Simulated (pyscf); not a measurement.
Single points on ωB97X-D3(BJ)/def2-SVP structures (PySCF, gas phase).

H₃C–GaH–CH₃ + water (H₂O) -> H₃C–Ga(CH₃)–OH + hydrogen (H₂)
Surface: singlet. Broken: Ga–H, H–O. Formed: Ga–O, H–H. Give ΔE‡ and ΔE from ωB97M-D3(BJ)/def2-TZVP, relative to the separated reactants.

ΔE‡ = 9.0 kcal/mol, ΔE = -13.4 kcal/mol. Zero-point energy shifts the barrier by 0.0 kcal/mol. It is a four-centre exchange, with an imaginary mode of 1258i cm⁻¹. On the reactant side the descent ends in an adduct with a Ga–O contact, 13.9 kcal/mol under the separated species and 21.5 kcal/mol under the saddle at ωB97X-D3(BJ)/def2-TZVP. What is counted as formed (Ga–O) is already present as a longer contact in the reactant adduct; forming that adduct is a step of its own. At the saddle there is also a short Ga–H contact that neither side keeps. This is the saddle that the search found; another between the same sides may lie lower. Elements up to Kr have no core potential and no relativistic terms here.
